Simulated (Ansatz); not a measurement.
For chalcopyrite CdGeAs2, LDA (Ansatz, a program for electronic structure, plane waves, PAW) gives:

```
Quantity                          Result
------------------------------  --------
equilibrium lattice constant a   5.874 Å
c axis length                   11.224 Å
bulk modulus B0                 65.7 GPa
```

**Question.** What does r²SCAN+rVV10 in Ansatz (PAW) give for the same quantities?

**Answer.** 
- lattice constant a: 5.958 Å (goes up by 1.4 %)
- lattice parameter c: 11.235 Å (increases by 0.1 %)
- bulk modulus: 63.9 GPa (shrinks by 2.7 %)

For comparison: lattice constant a 5.943 Å (measured, 298 K, no zero-point or thermal correction; as tabulated in Abstract on Scilit: Piezoelectric nonlinear optic CuGaSe2 and CdGeAs2: Crystal …); lattice parameter c 11.216 Å (measured, 298 K, no zero-point or thermal correction; as tabulated in Abstract on Scilit: Piezoelectric nonlinear optic CuGaSe2 and CdGeAs2: Crystal …); bulk modulus 69.9 GPa (measured, temperature not stated, not corrected to a static lattice; as tabulated in Toher et al. (2017), arXiv:1611.05714).

Changes are worked out from the printed values.

Unless a cell is named, each level is at its own relaxed cell (LDA 24.21, r²SCAN+rVV10 24.93 Å³/atom).

Ansatz's density-functional and Hartree–Fock values are scalar-relativistic unless marked +SOC, with PAW data made under PBE.
